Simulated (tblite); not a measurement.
Problem. Give a GFN2-xTB geometry of `CCOCC=[N]` [radical]. (Doublet state.)

Solution. 
```
atom  x, y, z in Å
C1    -1.9918   -0.0612    0.2637
C2    -0.8138   -0.8727    0.7964
O3     0.3293   -0.0909    1.0706
C4     0.9988    0.3967   -0.0580
C5     2.4605    0.6547    0.3021
N6     3.4099    0.6378   -0.4564
H7    -1.7615    0.3683   -0.7086
H8    -2.8594   -0.7064    0.1603
H9    -2.2323    0.7429    0.9547
H10   -1.0748   -1.3256    1.7559
H11   -0.5571   -1.6730    0.0859
H12    0.5886    1.3642   -0.3883
H13    0.9544   -0.3144   -0.8942
H14    2.5485    0.8793    1.3736
```

Any rigid rotation of these coordinates is as good. Atoms count from 1 in this order. C5 (carbon bonded to C, N and H) is planar (angles 126.7°, 123.3° and 110.0°, sum 360.0°, 0.00 Å off the plane of its three neighbours). Of the pairs four or more bonds apart, H11···H13 is among the closest relative to their van der Waals radii: 2.26 Å, 94 % of the sum of Bondi's values.

Bonds between heavy atoms (Å): C1–C2 1.526, C2–O3 1.412, O3–C4 1.400, C4–C5 1.527, C5=N6 1.215.

The geometry is computed with GFN2-xTB (gas phase). This method treats the open shell by occupation alone, without spin polarisation.

Point group: C1 (no symmetry element, even within 0.4 Å). Its GFN2-xTB frequencies are all real (lowest 29 cm⁻¹). Torsions: C1–C2–O3–C4 -71°, C2–O3–C4–C5 -155°, O3–C4–C5–N6 153°.

Hardware: one thread, Arm Neoverse N1 (aarch64), on a shared host. Cost: 0.93 s. These figures are those of the optimisation.

One conformer stands for the species.
